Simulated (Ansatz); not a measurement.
Mulliken charges of C3H4FNO, SMILES `N/C=C1\OC1F` from ωB97M-V/def2-TZVPP in Ansatz (PBE0-D4/def2-TZVP geometry).

```csv
atom,x (Å),y (Å),z (Å),charge (e)
N1,-0.897,-1.630,0.699,-0.237
C2,-0.157,-0.927,-0.247,-0.019
C3,0.277,0.309,-0.103,0.110
O4,0.188,1.332,0.832,-0.319
C5,0.956,1.524,-0.346,0.180
F6,0.459,2.427,-1.210,-0.188
H7,-1.585,-2.250,0.300,0.125
H8,-1.305,-1.049,1.416,0.124
H9,0.127,-1.469,-1.140,0.111
H10,2.021,1.682,-0.198,0.113
```

By hand: the dipole of these point charges (1 e Å = 4.8032 D).

Σ q r = (0.154, -0.553, -0.208) e Å, of length 0.611 e Å = 2.93 D.

How does the dipole of the full density compare? (An estimate is asked.)

Computed: (-0.044, -0.385, -0.095) e Å, 1.92 D; the point charges give 1.53 times that, at 22° from its direction.

Point charges leave out the atoms' own dipoles, such as those of lone pairs, and Mulliken's split depends on the basis, so the two needn't agree.
